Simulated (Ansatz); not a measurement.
Basis-set extrapolation for C4H6O2 (`C=CCC(=O)O`) (PBE0-D4/def2-TZVP geometry, frozen core, the Gaussian-basis code of Ansatz). Multiplicity 1, RHF reference.

```csv
,def2-TZVPP,def2-QZVPP
HF,-304.817990,-304.831601
MP2 correlation,-1.110112,-1.189513
CCSD(T) correlation,-1.189033,not run
```

Energies in hartree. Use E(X) = E(∞) + A·exp(−7.88·√X) for Hartree–Fock and E(X) = E(∞) + B·X^(−2.97) for correlation, with X = 3 and 4, and add CCSD(T) minus MP2 of the smaller set to the MP2 limit.

Problem. What is the CCSD(T) energy at the basis-set limit?

Solution. HF limit: -304.831601 + (-0.013611) × 0.13774 = -304.83348. MP2 limit: -1.189513 + (-0.079401) × 0.74074 = -1.24833. Higher-order term: -1.189033 − (-1.110112) = -0.07892. Total: -306.16073 hartree, 403.6 kJ/mol below CCSD(T)/def2-TZVPP.
